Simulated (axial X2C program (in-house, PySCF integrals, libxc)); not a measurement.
Nuclear properties of HBH

Computed with an in-house all-electron X2C program for linear molecules (integrals from PySCF): two-component X2C with atomic mean-field Coulomb and Gaunt terms, Gaussian nuclei, basis H dyall-v3z, B dyall-v3z with contracted cores.

H–B–H held linear, with bonds 1.174 and 1.174 Å (near the PBE0 minimum at charge 0 of the determinant lowest at the starting distance; the state shown can have its own minimum elsewhere, held linear; other orders of the atoms were not compared).

Determinant lowest in the PBE0 search, Ω = 1/2 (⟨Sz⟩ = -0.50, ⟨Lz⟩ = 1.00 at PBE0), spin on the atoms H 0.03, B -0.56, H 0.03:

| level | A∥/gI H (MHz) | qzz H (a.u.) | A∥/gI B (MHz) | qzz B (a.u.) |
| --- | --- | --- | --- | --- |
| PBE0 | 27.6 | 0.23 | 123 | -0.45 |
| HF | 37.3 | 0.23 | 71.5 | -0.43 |
| PBE | 26.1 | 0.23 | 130 | -0.46 |

Determinant 0.00 eV from it at PBE0 and this distance, Ω = 3/2 (⟨Sz⟩ = 0.50, ⟨Lz⟩ = 1.00 at PBE0), spin on the atoms H -0.03, B 0.56, H -0.03:

```json
{"level": "PBE0", "A∥/gI H (MHz)": "0.263", "qzz H (a.u.)": "0.23", "A∥/gI B (MHz)": "51.7", "qzz B (a.u.)": "-0.45"}
{"level": "HF", "A∥/gI H (MHz)": "-3.08", "qzz H (a.u.)": "0.23", "A∥/gI B (MHz)": "63.3", "qzz B (a.u.)": "-0.43"}
{"level": "PBE", "A∥/gI H (MHz)": "0.696", "qzz H (a.u.)": "0.23", "A∥/gI B (MHz)": "50.4", "qzz B (a.u.)": "-0.46"}
```

A∥ (defined per Ω) follows by multiplying with gI = μI/(I μN); qzz is the electric field gradient, eQq0 = 234.96 MHz × Q/barn × qzz. The operators were transformed with the bare-nucleus X2C matrices; with these basis sets, hyperfine constants and field gradients can be off by tens of per cent, and where levels differ in sign neither size nor sign is settled.

Problem. With gI(1H) = 5.5857, gI(11B) = 1.7924, Q(11B) = 0.04059 barn (g factors from the IAEA table of nuclear moments by Stone; Q from Pyykkö, Mol. Phys. 2018), turn the PBE0 values of the first state into constants in MHz.

Solution. A∥(1H) = 27.6 × 5.5857 = 154 MHz; A∥(11B) = 123 × 1.7924 = 220 MHz; eQq0(11B) = 234.96 × (0.04059) × (-0.45) = -4.29 MHz.

The molecule was held linear; bending was not examined, so a bent shape may lie lower.

Each state is one determinant with collinear spin. Unrestricted Hartree–Fock can overshoot spin polarisation at the nuclei. The search compared states at one distance, so a state with another bond length can lie lower. PBE0 term energies can be off by some tenths of an eV.
